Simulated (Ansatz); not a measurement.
```yaml
crystal:
  periodic: [false, false, false]
  atoms:
    - {symbol: Si, position_ang: [-1.619528, -0.327919, -0.003208]}
    - {symbol: Ge, position_ang: [0.647074, 0.134850, 0.001281]}
    - {symbol: H, position_ang: [-2.504831, 0.883291, -0.005194]}
    - {symbol: H, position_ang: [0.998587, -1.464436, 0.002257]}
basis:
  gaussian: {orbitals: def2-TZVP}
magnetization: {spin_polarized: true, initial_magnetization: 2}
hamiltonian: {xc: pbe0}
relax: {f_tol: 0.004, max_steps: 80}
```

```sh
$ ansatz run in.yaml --threads 1 --pin off --events-out ev --progress --plain --max-ram 2176MiB
```

Steps of the relaxation (energy above the last step; positions in Å, forces in eV/Å):

```
4
step 1, 50.1 meV
Si   -1.620   -0.328   -0.003   -0.310   -0.145   -0.001
Ge    0.647    0.135    0.001    0.398   -0.672    0.001
H    -2.505    0.883   -0.005   -0.112    0.170    0.000
H     0.999   -1.464    0.002    0.024    0.647    0.000
```

```
4
step 2, 20.4 meV
Si   -1.681   -0.307   -0.003   -0.060   -0.281    0.000
Ge    0.636    0.062    0.001    0.048    0.027    0.000
H    -2.548    0.929   -0.005    0.135    0.121    0.000
H     1.115   -1.458    0.002   -0.124    0.133    0.000
```

```
4
step 3, 4.7 meV
Si   -1.699   -0.350   -0.003    0.023   -0.027    0.000
Ge    0.613    0.071    0.001   -0.103    0.029    0.000
H    -2.490    0.939   -0.005    0.040    0.026    0.000
H     1.097   -1.434    0.002    0.039   -0.029    0.000
```

```
4
step 4, 2.1 meV
Si   -1.715   -0.364   -0.003    0.019    0.037    0.000
Ge    0.594    0.067    0.001   -0.093    0.012    0.000
H    -2.468    0.950   -0.005    0.024   -0.013    0.000
H     1.110   -1.426    0.002    0.050   -0.035    0.000
```

```
4
step 5, 0.2 meV
Si   -1.742   -0.374   -0.003    0.039   -0.066    0.000
Ge    0.561    0.053    0.001   -0.010   -0.001    0.000
H    -2.441    0.964   -0.005   -0.033    0.068    0.000
H     1.143   -1.417    0.003    0.005   -0.001    0.000
```

```
4
step 6, 0.0 meV
Si   -1.745   -0.377   -0.003    0.000   -0.002    0.000
Ge    0.557    0.051    0.001    0.000   -0.001    0.000
H    -2.439    0.968   -0.005   -0.001    0.003    0.000
H     1.148   -1.416    0.003    0.001    0.000    0.000
```

Close pairs at the end: Si1–H3 1.514 Å, Ge2–H4 1.581 Å, Si1–Ge2 2.341 Å.

A stationary point of unrestricted PBE0 after 6 steps, with ⟨S²⟩ = 2.011 against 2.00 for a pure state; no frequencies were run, so it isn't proven a minimum. 16 s on 1 thread of Intel Xeon 6975P-C, shared host.
